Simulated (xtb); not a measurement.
xtb input (GFN1-xTB):

```bash
xtb mol.xyz --gfn 1 --sp --chrg 0 --uhf 0
```
mol.xyz:
```
11

N     -0.00830295    -0.00857741     1.41153999
C      0.00810884     0.00837688    -1.37854107
C     -0.00946765     1.13487320     0.72647824
C      0.00100216    -1.14361852     0.71269428
C      0.00942122    -1.18916620    -0.67673701
C     -0.00154475     1.19730303    -0.66229982
H      0.01447612     0.01495463    -2.46100794
H     -0.01710307     2.04593336     1.31559467
H      0.00177208    -2.06177112     1.29074470
H      0.01679961    -2.14109152    -1.19083558
H     -0.00294306     2.15540611    -1.16484348
```

End of the output:

```
         :::::::::::::::::::::::::::::::::::::::::::::::::::::
         ::                     SUMMARY                     ::
         :::::::::::::::::::::::::::::::::::::::::::::::::::::
         :: total energy             -16.422285794306 Eh    ::
         :: gradient norm              0.011152796491 Eh/a0 ::
         :: HOMO-LUMO gap              3.720537591828 eV    ::
         ::.................................................::
         :: SCC energy               -16.684070536950 Eh    ::
         :: -> electrostatic           0.015102255915 Eh    ::
         :: repulsion energy           0.265953846097 Eh    ::
         :: dispersion energy         -0.004169103453 Eh    ::
         :: halogen bond corr.         0.000000000000 Eh    ::
         :: add. restraining           0.000000000000 Eh    ::
         :: total charge               0.000000000000 e     ::
         :::::::::::::::::::::::::::::::::::::::::::::::::::::

           -------------------------------------------------
          |                Property Printout                |
           -------------------------------------------------

    * Orbital Energies and Occupations

         #    Occupation            Energy/Eh            Energy/eV
      -------------------------------------------------------------
         1        2.0000           -0.7562523             -20.5787
       ...           ...                  ...                  ...
         3        2.0000           -0.6526275             -17.7589
         4        2.0000           -0.6252384             -17.0136
         5        2.0000           -0.6240474             -16.9812
         6        2.0000           -0.5859354             -15.9441
         7        2.0000           -0.5504054             -14.9773
         8        2.0000           -0.5503546             -14.9759
         9        2.0000           -0.5284848             -14.3808
        10        2.0000           -0.5245130             -14.2727
        11        2.0000           -0.5129787             -13.9589
        12        2.0000           -0.4778029             -13.0017
        13        2.0000           -0.4570477             -12.4369
        14        2.0000           -0.4438352             -12.0774
        15        2.0000           -0.4169782             -11.3466 (HOMO)
        16                         -0.2802509              -7.6260 (LUMO)
        17                         -0.2665868              -7.2542
Note: The following floating-point exceptions are signalling: IEEE_DENORMAL
normal termination of xtb
        18                         -0.1499073              -4.0792
        19                         -0.1087625              -2.9596
        20                         -0.1077014              -2.9307
        21                         -0.0962117              -2.6181
        22                         -0.0890919              -2.4243
        23                         -0.0736147              -2.0032
        24                          0.1958478               5.3293
        25                          0.2162715               5.8850
        26                          0.2231528               6.0723
       ...                                ...                  ...
        34                          0.6465199              17.5927
      -------------------------------------------------------------
                  HL-Gap            0.1367272 Eh            3.7205 eV
             Fermi-level           -0.3486145 Eh           -9.4863 eV

  Mulliken/CM5 charges         n(s)   n(p)   n(d)
     1N    -0.32673 -0.52075   1.547  3.780  0.000
     2C    -0.00202 -0.05576   1.061  2.941  0.000
     3C     0.14165  0.16547   1.028  2.831  0.000
     4C     0.14165  0.16547   1.028  2.831  0.000
     5C    -0.05255 -0.10297   1.062  2.990  0.000
     6C    -0.05255 -0.10297   1.062  2.990  0.000
     7H     0.03185  0.08790   0.968  0.000  0.000
     8H     0.02455  0.09061   0.975  0.000  0.000
     9H     0.02455  0.09061   0.975  0.000  0.000
    10H     0.03479  0.09119   0.965  0.000  0.000
    11H     0.03479  0.09119   0.965  0.000  0.000

Wiberg/Mayer (AO) data.
largest (>0.10) Wiberg bond orders for each atom

 ---------------------------------------------------------------------------
     #   Z sym  total        # sym  WBO       # sym  WBO       # sym  WBO
 ---------------------------------------------------------------------------
     1   7 N    3.035 --     4 C    1.420     3 C    1.420     2 C    0.113
     2   6 C    3.995 --     5 C    1.441     6 C    1.441     7 H    0.974
                             1 N    0.113
     3   6 C    3.974 --     6 C    1.436     1 N    1.420     8 H    0.973
                             5 C    0.113
     4   6 C    3.974 --     5 C    1.436     1 N    1.420     9 H    0.973
                             6 C    0.113
     5   6 C    3.996 --     2 C    1.441     4 C    1.436    10 H    0.974
                             3 C    0.113
     6   6 C    3.996 --     2 C    1.441     3 C    1.436    11 H    0.974
                             4 C    0.113
     7   1 H    1.003 --     2 C    0.974
     8   1 H    1.014 --     3 C    0.973
     9   1 H    1.014 --     4 C    0.973
    10   1 H    1.002 --     5 C    0.974
    11   1 H    1.002 --     6 C    0.974
 ---------------------------------------------------------------------------

Topologies differ in total number of bonds
Writing topology from bond orders to xtbtopo.mol

 dipole moment from electron density (au)
     X       Y       Z
   0.0053   0.0054  -0.8938  total (Debye):    2.272

           -------------------------------------------------
          | TOTAL ENERGY              -16.422285794306 Eh   |
          | GRADIENT NORM               0.011152796491 Eh/α |
          | HOMO-LUMO GAP               3.720537591828 eV   |
           -------------------------------------------------

------------------------------------------------------------------------
------------------------------------------------------------------------
 total:
 SCF:
```
